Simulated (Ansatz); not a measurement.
# H3NSSi: the cost of one run

Computed with Ansatz 0.2.0, Gaussian basis. Level: single points in def2-TZVPP.

Cores are frozen in the correlated methods.

## (1) Where the work starts

6 atoms, charge 0, spin multiplicity 1.

Atoms are counted from 1 here; the program's logs count them from 0.

Bond lengths: N1–Si2 1.717 Å, N1–H4 1.010 Å, N1–H5 1.025 Å, Si2–S3 1.947 Å, Si2–H6 1.451 Å. Angles: Si2–N1–H4 119.6°, Si2–N1–H5 125.3°, H4–N1–H5 115.0°, N1–Si2–S3 123.9°, N1–Si2–H6 107.2°, S3–Si2–H6 128.6°.

Coordinates:

```
N    -0.6218    0.3521   -0.5812
Si    0.5357   -0.2592    0.5303
S     1.2110   -2.0852    0.5020
H    -0.8373    1.3388   -0.5853
H    -1.1061   -0.2004   -1.2963
H     0.9727    0.8551    1.3499
```

## (2) PBE-D4/def2-TZVPP

run/in.yaml reads:

```yaml
crystal:
  periodic: [false, false, false]
  atoms:
    - {symbol: N, position_ang: [-0.621778, 0.352141, -0.581153]}
    - {symbol: Si, position_ang: [0.535656, -0.259235, 0.530340]}
    - {symbol: S, position_ang: [1.210985, -2.085175, 0.502042]}
    - {symbol: H, position_ang: [-0.837265, 1.338761, -0.585326]}
    - {symbol: H, position_ang: [-1.106080, -0.200408, -1.296306]}
    - {symbol: H, position_ang: [0.972745, 0.855128, 1.349899]}
basis:
  gaussian: {orbitals: def2-TZVPP}
hamiltonian: {xc: pbe, dispersion: d4}
output: {forces: true}
```

Launch:

```sh
ansatz run in.yaml --threads 2 --pin off --events-out ev --progress --plain --max-ram 3481MiB
```

**Question.** How long does this run take on 2 threads of AMD EPYC, shared host, and how much memory does it need?

About 3.5 s, with a peak of 0.17 GiB.
